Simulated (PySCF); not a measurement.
Compound: C6H9 (doublet state).
SMILES with atom numbers: `[CH3:1][C:2]1=[CH:3][C@H:4]([CH3:5])[CH:6]1` (hydrogens: H7, H8, H9 on C1; H10 on C3; H11 on C4; H12, H13, H14 on C5; H15 on C6)

Geometry (GFN2-xTB, Å), atoms numbered from 1 in this order:
```xyz
15
C6H9 angstrom
C      2.344   -0.098    0.707
C      0.985    0.062    0.126
C     -0.006    1.027    0.272
C     -0.916    0.296   -0.703
C     -2.225   -0.234   -0.139
C      0.240   -0.690   -0.774
H      2.275   -0.333    1.769
H      2.879   -0.902    0.206
H      2.911    0.826    0.604
H     -0.125    1.923    0.848
H     -1.100    0.837   -1.636
H     -2.907    0.588    0.068
H     -2.043   -0.777    0.786
H     -2.699   -0.907   -0.850
H      0.383   -1.609   -1.305
```

Method: UKS B3LYP, pcH-1 on C H, non-relativistic, mean-field spin-orbit, GIAO in PySCF. Geometry: GFN2-xTB; no solvent, vibrations or thermal averaging. Couplings are sensitive to structure, and on GFN2-xTB geometries they can be far from those on DFT ones.

How many α and β electrons are there, and what is ⟨S²⟩ of the pure spin state?

45 electrons with 2S = 1: 23 α and 22 β; S(S+1) = 0.75.

Mulliken spin populations, one withheld:

| atom | bound to | population |
| --- | --- | --- |
| C1 | C2, H7, H8, H9 | +0.0153 |
| C2 | C1, C3, C6 | ? |
| C3 | C2, C4, H10 | +0.7043 |
| C4 | C3, C5, C6, H11 | -0.0836 |
| C5 | C4, H12, H13, H14 | +0.0064 |
| C6 | C4, C2, H15 | +0.6792 |
| H7 | C1 | -0.0073 |
| H8 | C1 | -0.0016 |
| H9 | C1 | -0.0049 |
| H10 | C3 | -0.0292 |
| H11 | C4 | +0.0055 |
| H12 | C5 | +0.0029 |
| H13 | C5 | -0.0009 |
| H14 | C5 | +0.0031 |
| H15 | C6 | -0.0280 |

Complete the table.

1 − (1.2612) gives -0.261, since all populations sum to 2S.

Sum the populations by element and by sign.

Carbon +1.06, hydrogen -0.06. The positive populations sum to 1.42, the negative ones to -0.42.

With ⟨S²⟩ = 0.7768, find the sum of squared α–β overlaps and estimate the admixture of higher spin.

Σ|⟨iα|jβ⟩|² over occupied orbitals = Nβ − [⟨S²⟩ − S(S+1)] = 22 − 0.0268 = 21.9732. If the quartet state (S + 1) were the only admixture, its weight would be 0.0268/(2S + 2) = 0.89 %. For Kohn–Sham this describes the determinant of the orbitals, not the true wave function.

What Fermi-contact NMR shifts do the couplings of C1, C2, C4, C5, H7/H8/H9, H10/H15, H11 imply at 250 K (Curie law, g = gₑ)?

δ = a_FC·h·gₑ μB S(S+1)/(3 g_N μN kT), with k/h = 20836.6 MHz/K:

| nuclei | isotope | a_FC (MHz) | g_N | contact shift (ppm) |
| --- | --- | --- | --- | --- |
| C1 | 13C | 4.64 | 1.4048 | +583 |
| C2 | 13C | -48.53 | 1.4048 | -6095 |
| C4 | 13C | -29.03 | 1.4048 | -3647 |
| C5 | 13C | 7.47 | 1.4048 | +938 |
| H7/H8/H9 | 1H | -12.47 | 5.5857 | -394 |
| H10/H15 | 1H | -45.28 | 5.5857 | -1430 |
| H11 | 1H | 14.88 | 5.5857 | +470 |

The shifts go as 1/T: at 300 K they are 0.833 times these. Entries for several nuclei are means.

Means are taken over nuclei equivalent by connectivity, which assumes that they swap fast. The three 1H nuclei of mean -12.5 MHz run from -20.0 to -3.2 MHz in the frozen geometry.

Examples of negative spin density at the nucleus (bohr⁻³): C2 (-0.0432), C4 (-0.0258) and H10/H15 (-0.0101).
